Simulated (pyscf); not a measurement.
Single points on ωB97X-D3(BJ)/def2-SVP structures (PySCF, gas phase).

Q: Estimate by transition-state theory the rate constant of F–Ti(F)(F)–F (SMILES [F][Ti]([F])([F])[F]) + H₂ (SMILES [H][H]) → HF (SMILES F) + F–TiH(F)–F (SMILES [F][TiH]([F])[F]) (singlet surface; F–Ti, H–H broken, F–H, H–Ti formed) at 600 K, with ωB97M-D3(BJ)/def2-TZVP energies (ideal gas, 1 atm, RRHO with modes under 100 cm⁻¹ raised to 100, one conformer, R ln 2 for rigid chiral ones; no tunnelling).

A: The electronic barrier is 42.6 kcal/mol and the thermal terms add +15.4, so ΔG‡ = 58.0 kcal/mol. With k_BT/h = 1.25e+13 s⁻¹ and RT = 1.192 kcal/mol, and a volume of 8.18e-20 cm³ per molecule at 1 atm, k = 7.9e-28 cm³ molecule⁻¹ s⁻¹. Wigner's tunnelling factor for 768i cm⁻¹ would be 1.14. A shift of 1 kcal/mol in the barrier changes k by a factor 2.3. On the product side the descent ends in an adduct with a F–Ti contact, 5.6 kcal/mol under the separated species and 4.6 kcal/mol under the saddle at ωB97X-D3(BJ)/def2-TZVP. What is counted as broken (F–Ti) persists as a longer contact in the product adduct; parting that adduct is a step of its own. At the saddle there is also a short H–Ti contact that neither side keeps. One saddle was located; it need not be the lowest between these sides.
